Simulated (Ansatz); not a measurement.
HOC, quartet in cc-pVTZ: errors against UCCSDT(Q)

Geometry: that of the HOC, doublet, kept fixed. The doublet lies 3.9 eV lower here.

```xyz
3

O     0.0000   -0.1013    0.5002
C     0.0000    0.0736   -0.7526
H     0.0000    0.7302    1.0271
```

Basis cc-pVTZ; Ansatz 0.2.0. Only valence electrons are correlated (noble-gas cores frozen), which leaves 11 electrons in 72 orbitals. R marks a restricted (for open shells ROHF) determinant, U an unrestricted one. Active spaces: valence = (11e, 9o) chosen from the atoms' valence shells.

Full CI isn't at hand for all of this; UCCSDT(Q) serves as the reference, and is uncertain by the last step of the cluster series or more. The frozen core follows each run's orbitals, which can shift R against U totals by a few meV.

```
UHF ⟨S²⟩                          : 3.758
T1 diagnostic (RCCSD)             : 0.0232
largest doubles amplitude (RCCSD) : 0.021
T1 diagnostic (UCCSD)             : 0.0183
```

| level | E − E(RHF) (eV) |
| --- | --- |
| UHF | -0.1070 |
| RMP2 | -8.4597 |
| UMP2 | -8.4640 |
| RCCSD | -8.8090 |
| UCCSD | -8.8116 |
| RCCSD(T) | -9.1070 |
| UCCSD(T) | -9.1077 |

**Question.** Estimate how far UCCSDT(Q) in cc-pVTZ lies from RCCSD(T). The table doesn't fix it; the size of (T) and the diagnostics are the guide.

**Answer.** UCCSDT(Q) in cc-pVTZ lies 0.89 mEh below RCCSD(T), which is 8 % of the (T) step (-10.95 mEh). The diagnostics are small and one determinant leads, so the series closes fast and only a small part of (T) is left.

The other levels:

```csv
level,E − E(UCCSDT(Q)) (mEh),share of correlation (%),wall time
BCCD(T),0.88,99.74,8.5 s (H100)
RCCSDT,0.50,99.85,–
UCCSDT,0.46,99.86,–
RCCSDT(Q),0.11,99.97,19 s (H100)
CASSCF (valence space),275.05,18.03,–
NEVPT2 (valence space),43.75,86.96,2.6 s
MRCISD (valence space),19.73,94.12,–
MRCISD+Q (valence space),4.30,98.72,7.5 s (H100)
```

The correlation energy at UCCSDT(Q), counted from RHF, is -9.131 eV. That run took 18 s on 2 threads of AMD EPYC 7R13 with a shared H100 80 GB, shared host.

Times hold each run's SCF and search for its determinant on a shared host, so for small cases they say little of a method's own cost; rows without a card ran on 1 thread of AMD EPYC 7R13. Some runs computed forces too.

Natural occupations of CASSCF (valence space) about the gap: 1.981 1.977 1.005 1.002 1.000 0.023 0.019; effectively unpaired electrons, Σ n²(2−n)², 3.01.
